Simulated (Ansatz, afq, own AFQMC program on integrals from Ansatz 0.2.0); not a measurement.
# BN⁺, quartet: AFQMC among the cluster methods

```tsv
atom	x (Å)	y (Å)	z (Å)
B	0.0000	0.0000	0.0000
N	0.0000	0.0000	1.3155
```

Basis cc-pVDZ. Only valence electrons are correlated. Integrals, coupled cluster, full CI and functionals: Ansatz 0.2.0; the random walks run on the same integrals in our own AFQMC program. ph-AFQMC/CISD is guided by a CISD state made of CCSD amplitudes; releasing the constraint for a short imaginary time cuts its bias at the price of noise, slowly where states lie close. ± is one standard error of the sampling.

Determinant: UHF, the one that the program's search chose, which needn't be the lowest solution. The geometry is a PBE0/def2-TZVP stationary point of this or a neighbouring charge and spin state.

Full CI on the same integrals is exact in this basis and with this determinant's frozen core.

Cautions: the released energies have errors that jump between times, so the bars are unsure, so no released level is given (meV from the phaseless value at times in 1/Eh: -7.1 ± 2.5 at 0.24, -8.6 ± 2.0 at 0.51, -42 ± 30 at 0.99, -18 ± 5 at 1.62, -17 ± 4 at 2.40), though the last usable value meets full CI within the noise.

```
T1 diagnostic                               : 0.0278
weight of the determinant in the CISD state : 0.929
⟨S²⟩ of the determinant                     : 3.756
size of the correlated space                : 7 electrons in 26 orbitals
```

```json
{"level": "MP2", "correlation energy (eV)": "-3.2251"}
{"level": "CCSD", "correlation energy (eV)": "-3.8721"}
{"level": "CCSD(T)", "correlation energy (eV)": "-3.9803"}
```

Problem. Estimate where full CI lies against CCSD(T) on the same integrals.

Solution. 3.4 kJ/mol below CCSD(T).

Reference: full CI, correlation energy -4.015 eV.

| level | E − E(reference) (kJ/mol) | share of correlation (%) |
| --- | --- | --- |
| CCSD(T) | 3.4 | 99.13 |
| CCSDT | 0.7 | 99.83 |
| CCSDT(Q) | -0.1 | 100.02 |
| CCSDTQ | 0.0 | 100.00 |
| ph-AFQMC/CISD | 1.5 ± 0.2 | 99.62 |

CCSDT and higher add their correlation energy to the determinant of the CCSD(T) run, since their own runs factorise the integrals more tightly (a shift of under 2 meV). A walk keeps the symmetry of its determinant, which the program's search chose and which needn't be the lowest solution, so a lower state of the same spin and another symmetry isn't excluded.
